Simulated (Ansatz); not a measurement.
**W (bcc): energy against volume**

Method: DFT, revPBE, plane waves (420 eV) with PAW, scalar-relativistic (Ansatz). (PAW data from PBE, frozen cores regenerated.)

The cell is scaled uniformly from the relaxed one, with fractional coordinates and shape fixed. Energies are extrapolated to zero smearing, pressures are those at the given smearing. Magnetic state: spin not included.

A Birch-Murnaghan fit gives V₀ = 16.27 Å³/atom, B₀ = 296 GPa, B₀′ = 4.2.

Question: What are the energy above the minimum and the pressure at 14.336 Å³/atom?

Answer: 265.4 meV/atom and 48.85 GPa as computed.

Question: What are the energy above the minimum and the pressure at 17.594 Å³/atom?

Answer: 86.3 meV/atom and -19.52 GPa as computed.

Question: What are the energy above the minimum and the pressure at 18.246 Å³/atom?

Answer: 180.5 meV/atom and -26.48 GPa as computed.
